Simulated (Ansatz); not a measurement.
The input, for Ansatz 0.2.0:

```yaml
crystal:
  periodic: [false, false, false]
  atoms:
    - {symbol: Si, position_ang: [0.000000, 0.000000, -2.122765]}
    - {symbol: B, position_ang: [0.000000, 0.000000, -0.227617]}
    - {symbol: H, position_ang: [0.000000, 0.000000, 2.350383]}
basis:
  gaussian: {orbitals: "6-31G*", fitting: {mean_field: def2-universal-jkfit}}
magnetization: {spin_polarized: false}
correlation: {method: mp2, electrons: all}
output: {forces: true}
```

```sh
$ ansatz run in.yaml --threads 1 --pin off --events-out ev --progress --plain --max-ram 2393MiB
```

The program prints:

```
221 factors; integrals over basis functions are off by at most 1.6e-1 eV
mean field evaluation 1: about -8537.5708 eV, gradient 1.4e1 eV
mean field evaluation 2: about -8539.0093 eV, gradient 9.2e0 eV
mean field evaluation 4: about -8539.5226 eV, gradient 1.2e0 eV
mean field evaluation 8: about -8539.5446 eV, gradient 8.2e-7 eV
mean field evaluation 16: about -8539.5429 eV, gradient 5.5e-1 eV
mean field evaluation 32: about -8534.4659 eV, gradient 4.3e-1 eV
mean field -8539.54462926 eV, -313.8224768140 hartree, gradient 8.2e-7 eV, S^2 0.000000; 6 other end points of the search recorded, 0 dependent functions left out; unrestricted orbitals would lower it
unrestricted determinant -8542.24615527 eV, -313.9217560637 hartree, S^2 1.9044
reference -8539.54462926 eV, -313.8224768140 hartree; 10, 10 occupied and 26, 26 virtual orbitals, 221 factors
second order -4.80954610 eV of doubles, -0.00000000 eV of singles
the calculation of the forces begins
Total energy: -8544.35417536 eV, -313.9992243731 hartree
Atom 0 at     0.000000     0.000000    -2.122765 Å, force     0.000000     0.000000    -0.691101 eV/Å
Atom 1 at     0.000000     0.000000    -0.227617 Å, force    -0.000000    -0.000000     2.915372 eV/Å
Atom 2 at     0.000000     0.000000     2.350383 Å, force    -0.000000     0.000000    -2.224271 eV/Å
Dipole moment:     0.000000    -0.000000    -0.179632 e Å
```

Forces (eV/Å):
```
Si   0.000  0.000 -0.691
B    0.000  0.000  2.915
H    0.000  0.000 -2.224
```

Ran on 1 thread of Arm Neoverse V2, shared host: 0.27 s wall, 0.07 GiB peak host memory.
